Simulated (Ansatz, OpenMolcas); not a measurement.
## BHCl2 (SMILES [H]B(Cl)Cl): the energy, rung by rung

The species is BHCl2 (4 atoms), meant as a singlet with charge 0. SMILES: `[H]B(Cl)Cl`. The shape is that of a GFN2-xTB optimisation.

```xyz
4

B    -0.0673   -0.1124    0.0012
Cl    1.6334   -0.1458    0.0126
Cl   -0.8935    1.3753   -0.0175
H    -0.6726   -1.1172    0.0037
```

Each level gives the energy change with the B1–Cl2 bond stretched from 1.701 to 2.126 Å (eV). The values are calculated.

```csv
level,kind,program,value (eV),less FCI/STO-3G,CPU time (all runs)
r2SCAN/STO-3G (restricted),meta-GGA,OpenMolcas,0.99,+0.08,9.7 s
B3LYP/STO-3G (restricted),global hybrid,Ansatz,0.93,+0.02,3.7 s
M06-2X/STO-3G (restricted),hybrid meta-GGA,OpenMolcas,1.10,+0.19,8.2 s
r2SCAN0/STO-3G (restricted),hybrid meta-GGA,Ansatz,1.11,+0.20,8.7 s
HSE06/STO-3G (restricted),range-separated hybrid,Ansatz,1.07,+0.16,4.4 s
B2PLYP/STO-3G (restricted),double hybrid,Ansatz,0.98,+0.07,4.9 s
RPA@PBE/STO-3G (restricted),RPA,Ansatz,0.81,-0.10,5.2 s
CCSD(T)/STO-3G (restricted),coupled cluster or CI,Ansatz,0.92,+0.01,0.6 s
FCI/STO-3G,exact in the basis,OpenMolcas,0.91,0.00,3.7 min
```

FCI/STO-3G is exact within its basis and frozen core, so for wave-function methods in that basis the difference is their error; functionals converge differently with the basis, so for them it is only a difference. The first shape isn't each level's own minimum. The values span 0.81 to 1.11 eV. All rows use very small basis sets, so even the best lies far from the true value. CPU times are rough (shared hosts, several kinds of processor): they show what a rung costs within a factor of a few.
